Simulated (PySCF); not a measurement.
BCl₃, SMILES ClB(Cl)Cl. Atoms are numbered in the order given.

```xyz
4

B      0.0000     0.0000     0.0000
Cl     1.7417     0.0000     0.0000
Cl    -0.8709    -1.5084     0.0000
Cl    -0.8709     1.5084     0.0000
```

Coordinates come from a PBE0-D3(BJ)/def2-SVP optimisation. The isomer is the one that the SMILES or the coordinates give; other isomers of the formula were not compared.

Two levels are set side by side: PBE/pcSseg-2 (PySCF) and PBE0/pcSseg-2 (PySCF). GIAO shifts against BF3 (¹¹B), HCl (³⁵Cl) at the same level; non-relativistic, no solvent, atoms listed together averaged. Without spin–orbit terms, shifts of atoms bonded to Cl or Br come out too high at both levels. Differences are taken from unrounded values.

```
quantity                          PBE
------------------------------  -----
δ(¹¹B) of B1 (ppm)               41.0
δ(³⁵Cl) of Cl2, Cl3, Cl4 (ppm)  321.7
```

These are the PBE values. What does PBE0 give? (Estimate from the structure and the level; the computed values follow.)


```csv
quantity,PBE0,PBE minus PBE0
δ(¹¹B) of B1 (ppm),42.5,-1.5
"δ(³⁵Cl) of Cl2, Cl3, Cl4 (ppm)",289.5,32.2
```

Rough cost on one machine, each run with all the roots and properties that it gave: PBE0 against PBE within a factor of 2.
